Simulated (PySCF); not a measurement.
## Working with the constants of SN⁻

ROHF-CCSD(T) constants of SN⁻, ³Σ⁻ (triplet), unpaired electrons π ↑↑ (basis S aug-pcseg-1, N aug-pcseg-1; no relativity; PySCF 2.14; masses 31.9721 and 14.0031 u):

| Item | Value |
| --- | --- |
| ωe | 879.7 cm⁻¹ |
| ωexe | 5.93 cm⁻¹ |
| Be | 0.6514 cm⁻¹ |
| αe | 0.00641 cm⁻¹ |
| D (centrifugal) | 1.43e-06 cm⁻¹ |

**Question.** Give the vibrational terms G(v) and spacings up to v = 6.

**Answer.** G(v) = ωe(v+½) − ωexe(v+½)².

```json
{"v": "0", "G(v) (cm⁻¹)": "438.4", "G(v) − G(v−1)": "", "Bv (cm⁻¹)": "0.6482"}
{"v": "1", "G(v) (cm⁻¹)": "1306.2", "G(v) − G(v−1)": "867.8", "Bv (cm⁻¹)": "0.6418"}
{"v": "2", "G(v) (cm⁻¹)": "2162.2", "G(v) − G(v−1)": "856.0", "Bv (cm⁻¹)": "0.6354"}
{"v": "3", "G(v) (cm⁻¹)": "3006.3", "G(v) − G(v−1)": "844.1", "Bv (cm⁻¹)": "0.6290"}
{"v": "4", "G(v) (cm⁻¹)": "3838.6", "G(v) − G(v−1)": "832.3", "Bv (cm⁻¹)": "0.6226"}
{"v": "5", "G(v) (cm⁻¹)": "4659.0", "G(v) − G(v−1)": "820.4", "Bv (cm⁻¹)": "0.6161"}
{"v": "6", "G(v) (cm⁻¹)": "5467.5", "G(v) − G(v−1)": "808.5", "Bv (cm⁻¹)": "0.6097"}
```

Correlated steps freeze 6 core orbitals. The CCSD T1 diagnostic is raised, a sign that a single reference may not be enough here. The state was picked by a PBE0 search and need not be the measured ground state.
